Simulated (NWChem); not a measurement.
# B1B95/6-311++G(2d,2p) run of CH3BN− (SMILES [BH3-]C#N)

Aim: the vertical ionisation energy of CH3BN− at B1B95/6-311++G(2d,2p), from 2 runs. 

The calculation is run with NWChem 7.3.0.

### Step 1. Starting point

The species is CH3BN− (6 atoms), typed as a singlet with charge -1. SMILES: `[BH3-]C#N`. The shape comes from GFN2-xTB, which is rough for such elements, and wasn't checked as a minimum.

Bond lengths: B1–C2 1.555 Å, C2–N3 1.159 Å, B1–H4 1.224 Å, B1–H5 1.224 Å, B1–H6 1.225 Å. Angles: B1–C2–N3 180.0°, C2–B1–H4 108.7°, C2–B1–H5 108.7°, C2–B1–H6 108.6°, H4–B1–H5 110.3°, H4–B1–H6 110.3°, H5–B1–H6 110.3°.

### Step 2. A single-point energy at B1B95/6-311++G(2d,2p)

struct.nw

```
start struct
memory 2200 mb
charge -1

geometry units angstrom noautosym nocenter noautoz
 B    -0.274220    0.361640   -0.245060
 C     0.552190   -0.729680    0.493070
 N     1.168130   -1.542260    1.043470
 H    -1.344600   -0.122440   -0.588070
 H     0.356920    0.734400   -1.225380
 H    -0.458410    1.298330    0.521960
end

basis spherical bse
 * library "6-311++G(2d,2p)"
end

dft
 xc b1b95
 grid medium
 direct
end

task dft energy
```

The run is started by

```bash
$ nwchem struct.nw > struct.out
```

Log:

```text
Northwest Computational Chemistry Package (NWChem) 7.3.0
             --------------------------------------------------------

           Job information
           ---------------

    nwchem branch   = 7.3.0
    use scalapack   = T
    input           = struct.nw
    prefix          = struct.
    data base       = ./struct.db
    status          = startup
    nproc           =        1

           Memory information
           ------------------

    heap     =     72089596 doubles =      550.0 Mbytes
    stack    =     72089601 doubles =      550.0 Mbytes
    global   =    144179200 doubles =     1100.0 Mbytes (distinct from heap & stack)
    total    =    288358397 doubles =     2200.0 Mbytes
    verify   = yes
    hardfail = no

           Directory information
           ---------------------

  0 permanent = .
  0 scratch   = .

[... 125 lines left out ...]
          Convergence on energy requested:  1.00D-06
[... 1 line left out ...]
          Convergence on gradient requested:  5.00D-04
[... 23 lines left out ...]
          Convergence Information
[... 2 lines left out ...]
          total energy or number of iterations.
[... 29 lines left out ...]
 1-e energy   =    -270.767442
[... 15 lines left out ...]
   convergence    iter        energy       DeltaE   RMS-Dens  Diis-err    time
[... 12 lines left out ...]
      One electron energy =     -266.024463627323
[... 1 line left out ...]
    Exchange-Corr. energy =      -17.618464347517
[... 6 lines left out ...]
                       DFT Final Molecular Orbital Analysis
[... 781 lines left out ...]
 center of mass
 --------------
 x =   0.87356046 y =  -1.15386654 z =   0.78018675

 moments of inertia (a.u.)
 ------------------
         152.144890513584          71.504808189862         -48.386551772258
          71.504808189862         111.914034723298          63.875659479124
         -48.386551772258          63.875659479124         163.084983942344

     Multipole analysis of the density
     ---------------------------------

     L   x y z        total         alpha         beta         nuclear
     -   - - -        -----         -----         ----         -------
     0   0 0 0     -1.000000    -11.000000    -11.000000     21.000000

     1   1 0 0     -0.601566     -8.495448     -8.495448     16.389329
[... 8 lines of this table left out ...]
     2   0 0 2    -20.517905    -30.793666    -30.793666     41.069426

 Task  times  cpu:        9.9s     wall:        9.9s
 Total times  cpu:        9.9s     wall:        9.9s
```

Wall time 11 s (1 thread of Intel Xeon 6975P-C (Granite Rapids), shared host); peak memory 0.11 GiB.

### Step 3. Doublet neutral CH3BN, same level

run.py

```python
from ase import Atoms
from ase.calculators.nwchem import NWChem

molecule = Atoms(['B', 'C', 'N', 'H', 'H', 'H'], positions=[
    [-0.274220, 0.361640, -0.245060],
    [0.552190, -0.729680, 0.493070],
    [1.168130, -1.542260, 1.043470],
    [-1.344600, -0.122440, -0.588070],
    [0.356920, 0.734400, -1.225380],
    [-0.458410, 1.298330, 0.521960],
])

calc = NWChem(
    label='geom',
    theory='dft',
    memory='2200 mb',
    basis='"6-311++G(2d,2p)"',
    basispar='spherical bse',
    dft={'xc': 'b1b95', 'mult': '2', 'grid': 'medium', 'direct': None, 'iterations': '150', 'print': 'low'},
    task='energy',
)
molecule.calc = calc

print("Total energy (eV):", round(molecule.get_potential_energy(), 6))
```

The run is started by

```bash
$ export ASE_NWCHEM_COMMAND="nwchem PREFIX.nwi > PREFIX.nwo"
$ python run.py
```

Log:

```text
Total energy (eV): -3247.698457
```

The calculator wrote geom.nwi:

```
title "geom"

permanent_dir geom

scratch_dir geom

start geom

geometry units angstrom nocenter noautosym noautoz
  B  -2.7422000000000002e-01 3.6164000000000002e-01 -2.4506000000000000e-01
  C  5.5218999999999996e-01 -7.2968000000000000e-01 4.9307000000000001e-01
  N  1.1681299999999999e+00 -1.5422600000000000e+00 1.0434699999999999e+00
  H  -1.3446000000000000e+00 -1.2243999999999999e-01 -5.8806999999999998e-01
  H  3.5692000000000002e-01 7.3440000000000005e-01 -1.2253799999999999e+00
  H  -4.5840999999999998e-01 1.2983300000000000e+00 5.2195999999999998e-01
end

memory 2200 mb

basis spherical bse noprint
   * library "6-311++G(2d,2p)"
end

dft
  xc b1b95
  mult 2
  grid medium
  direct
  iterations 150
  print low
end

task dft energy
```

geom.nwo:

```text
Northwest Computational Chemistry Package (NWChem) 7.3.0
             --------------------------------------------------------

           Job information
           ---------------

    nwchem branch   = 7.3.0
    use scalapack   = T
    input           = geom.nwi
    prefix          = geom.
    data base       = geom/geom.db
    status          = startup
    nproc           =        1

           Memory information
           ------------------

    heap     =     72089596 doubles =      550.0 Mbytes
    stack    =     72089601 doubles =      550.0 Mbytes
    global   =    144179200 doubles =     1100.0 Mbytes (distinct from heap & stack)
    total    =    288358397 doubles =     2200.0 Mbytes
    verify   = yes
    hardfail = no

           Directory information
           ---------------------

  0 permanent = geom
  0 scratch   = geom

[... 33 lines left out ...]
            Nuclear Dipole moment (a.u.)
[... 59 lines left out ...]
   convergence    iter        energy       DeltaE   RMS-Dens  Diis-err    time
[... 13 lines left out ...]
         Total DFT energy =     -119.350717882784
      One electron energy =     -260.475482309042
           Coulomb energy =      107.395388250896
    Exchange-Corr. energy =      -17.314039994062
 Nuclear repulsion energy =       51.043416169423

 Numeric. integr. density =       20.999999726949

     Total iterative time =     36.9s

     --------------------------
     Expectation value of S2:
     --------------------------
      <S2> =      0.7632 (Exact =     0.7500)

 Task  times  cpu:       37.4s     wall:       37.4s
 Total times  cpu:       37.4s     wall:       37.4s
```

It took 39 s on 1 thread of Intel Xeon 6975P-C (Granite Rapids), shared host; peak memory 0.11 GiB.

### Step 4. Results

Level: B1B95/6-311++G(2d,2p).

| quantity | value |
| --- | --- |
| singlet CH3BN−: total energy | -119.53411 Eh |
| singlet CH3BN−: HOMO energy | -2.79 eV |
| singlet CH3BN−: LUMO energy | 4.09 eV |
| singlet CH3BN−: HOMO–LUMO gap | 6.88 eV |
| doublet neutral CH3BN: total energy | -119.35072 Eh |
| doublet neutral CH3BN: ⟨S²⟩ | 0.763 |
| vertical ionisation energy (to the doublet neutral) | 4.990 eV |

In words: The vertical ionisation energy comes to 4.99 eV (115 kcal/mol). −ε(HOMO) before ionisation, 2.79 eV, is 2.20 eV below this ionisation energy.
